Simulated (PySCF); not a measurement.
# Spin-Hamiltonian simulation

Molecule: SMILES CC(=O)C1CC1, C$_{5}$H$_{8}$O.

Geometry:
```
atom   x (Å)   y (Å)   z (Å)
  C1   2.019  -0.446  -0.771
  C2   0.762  -0.537   0.050
  O3   0.682  -1.249   1.025
  C4  -0.376   0.303  -0.398
  C5  -1.218   0.943   0.684
  C6  -1.768  -0.190  -0.091
  H7   1.813  -0.756  -1.799
  H8   2.795  -1.077  -0.343
  H9   2.361   0.592  -0.815
 H10  -0.232   0.867  -1.311
 H11  -0.900   0.742   1.699
 H12  -1.589   1.941   0.491
 H13  -1.818  -1.152   0.403
 H14  -2.532   0.006  -0.832
```

Theory: geometry: PBE0-D3(BJ)/def2-TZVP, NMR shieldings at B97-2/pcSseg-2/GIAO, J: B3LYP/pcJ-2 (without the spin–dipole term), in PySCF 2.14.0 with density-fitted response routines (no solvent model, one computed conformer, non-relativistic, equivalent nuclei averaged).

Scale: ¹H (σ = 31.64 ppm) against TMS (reference shieldings calculated alike).

Shifts (ppm): H7/H8/H9 2.26, H10 1.80, H11/H13 1.06, H12/H14 0.71.
Couplings (Hz): H7–H8, H7–H9, H8–H9: -15.3; H7–H10, H8–H10, H9–H10: 0.6; H10–H11, H10–H13: 4.9; H10–H12, H10–H14: 8.9; H11–H12, H13–H14: -3.4; H11–H13: 11.2; H11–H14, H12–H13: 7.8; H12–H14: 10.5.

The 8-spin Hamiltonian (Zeeman plus full scalar coupling among like nuclei) was diagonalised exactly; lines are Lorentzian, 0.4 Hz wide, and the maxima above 3 % are listed with the tallest set to 100.

**Question.** Give the ¹H peak list of this spin system at 250 MHz.

**Answer.** 
δ in ppm (height): 2.261 (99), 2.259 (100), 1.820 (3), 1.819 (3), 1.818 (3), 1.802 (5), 1.800 (5), 1.783 (3), 1.782 (3), 1.766 (3), 1.764 (3), 1.095 (4), 1.093 (4), 1.081 (9), 1.079 (9), 1.075 (11), 1.072 (4), 1.064 (9), 1.061 (19), 1.059 (11), 1.056 (8), 1.050 (6), 1.048 (6), 1.045 (9), 1.042 (11), 1.041 (11), 1.031 (5), 1.027 (4), 0.750 (5), 0.747 (5), 0.736 (16), 0.733 (9), 0.722 (8), 0.719 (9), 0.716 (9), 0.714 (6), 0.712 (5), 0.705 (4), 0.701 (11), 0.699 (11), 0.697 (8), 0.687 (7), 0.682 (10), 0.682 (10), 0.669 (4), 0.667 (3)

**Question.** And at 400 MHz?

**Answer.** 
```
   Hz    ppm  height
904.3  2.261      99
903.7  2.259     100
729.3  1.823       3
728.8  1.822       3
725.2  1.813       3
724.7  1.812       3
720.4  1.801       6
719.9  1.800       6
715.6  1.789       4
715.0  1.788       3
711.6  1.779       3
711.0  1.777       3
432.6  1.081       4
432.0  1.080       4
428.9  1.072      11
428.7  1.072      11
427.8  1.070      11
427.0  1.067       5
425.1  1.063       9
424.3  1.061      18
424.0  1.060      15
422.9  1.057       8
421.4  1.053       5
420.8  1.052       6
420.2  1.051       9
419.5  1.049      13
416.6  1.041       5
415.8  1.039       4
294.2  0.735       4
293.4  0.734       5
290.5  0.726      16
289.8  0.724       9
286.9  0.717       8
286.2  0.715      10
285.9  0.715      10
285.2  0.713       5
284.6  0.711       5
282.9  0.707       5
282.2  0.705       6
281.7  0.704      12
281.6  0.704      12
280.8  0.702       8
278.2  0.695       8
277.2  0.693      13
274.0  0.685       4
273.4  0.683       4
```

**Question.** Among coupled protons with different shifts, which pair is furthest from first order, and how does the field change that?

**Answer.** H11 and H14: Δν/J is about 11.2 at 250 MHz (close to first order) and 17.9 at 400 MHz (close to first order). J in Hz doesn't depend on the field, while Δν in Hz grows in proportion to it. The system also holds chemically equivalent protons that couple differently to a partner (AA′BB′ or AA′XX′ type), and that part stays second order at any field.
